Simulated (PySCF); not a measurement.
Species: C₅H₁₃P.
SMILES: `CCP(C)CC`

Vertical excitations from PySCF (density fitting, frozen core in the response, grid level 2 and gas phase unless stated; continuum runs use non-equilibrium linear response for the excitations) on a GFN2-xTB geometry. Reference run:

```json
{"settings": "wB97X-D/def2-SVPD, full TDDFT, 8 singlets", "S1, eV (f)": "6.65 (0.150)", "S2, eV (f)": "6.71 (0.109)", "S3, eV (f)": "6.92 (0.001)", "S4, eV (f)": "7.53 (0.272)", "S5, eV (f)": "7.91 (0.007)", "S6, eV (f)": "7.98 (0.000)", "T1, eV (Tamm–Dancoff)": "5.55", "mean α (au)": "88.9"}
```

Question: What do these settings give: (1) PBE0/cc-pVDZ, fitting basis def2-qzvpp-jkfit, full TDDFT, 3 singlets; (2) LC-wPBE/cc-pVDZ, IEF-PCM dimethylsulfoxide, TDA, 6 singlets; (3) LDA/def2-SVP, energy threshold 1e-08 Eh, TDA, 25 singlets?

Answer: 
| settings | S1, eV (f) | S2, eV (f) | S3, eV (f) | S4, eV (f) | S5, eV (f) | S6, eV (f) | T1, eV (Tamm–Dancoff) | mean α (au) |
| --- | --- | --- | --- | --- | --- | --- | --- | --- |
| PBE0/cc-pVDZ, fitting basis def2-qzvpp-jkfit, full TDDFT, 3 singlets | 6.81 (0.139) | 6.91 (0.029) | 7.11 (0.069) | – | – | – | 5.47 | 79.8 |
| LC-wPBE/cc-pVDZ, IEF-PCM dimethylsulfoxide, TDA, 6 singlets | 7.26 (0.231) | 7.48 (0.166) | 8.64 (0.009) | 9.20 (0.013) | 9.39 (0.132) | 9.44 (0.160) | – | 104.7 |
| LDA/def2-SVP, energy threshold 1e-08 Eh, TDA, 25 singlets | 6.00 (0.015) | 6.34 (0.122) | 6.65 (0.052) | 6.94 (0.076) | 7.29 (0.040) | 7.38 (0.003) | 5.39 | 80.7 |

(1) S1 moves by +0.16 eV; functional and basis change together, so the shift can't be laid on one. (2) S1 moves by +0.61 eV; functional, basis, environment and response scheme change together, so the shift can't be laid on one. (3) S1 moves by -0.65 eV; functional, basis and response scheme change together, so the shift can't be laid on one. States are counted by energy in each run and needn't keep their character from row to row.

Question: Give the leading configurations of S1 (H = HOMO, L = LUMO) and the HOMO–LUMO gap of each run.

Answer: 
```csv
settings,S1 configurations (weight),S1 (eV),orbital gap (eV),S1 − gap (eV)
"wB97X-D/def2-SVPD, full TDDFT, 8 singlets","H→L+1 0.77, H→L+4 0.17",6.65,10.67,-4.02
"PBE0/cc-pVDZ, fitting basis def2-qzvpp-jkfit, full TDDFT, 3 singlets",H→L 0.97,6.81,7.87,-1.06
"LC-wPBE/cc-pVDZ, IEF-PCM dimethylsulfoxide, TDA, 6 singlets",H→L 0.87,7.26,12.94,-5.68
"LDA/def2-SVP, energy threshold 1e-08 Eh, TDA, 25 singlets",H→L+1 0.98,6.00,5.74,+0.26
```

The species at its GFN2-xTB geometry (one conformer only).

Conformer computed: `[CH3:1][CH2:2][P:3]([CH3:4])[CH2:5][CH3:6]`: C1–C2–P3–C4 78°, C2–P3–C5–C6 -177°.

The pairwise dispersion term of wB97X-D wasn't added to the energies; at a given geometry it leaves orbitals and properties as they are.
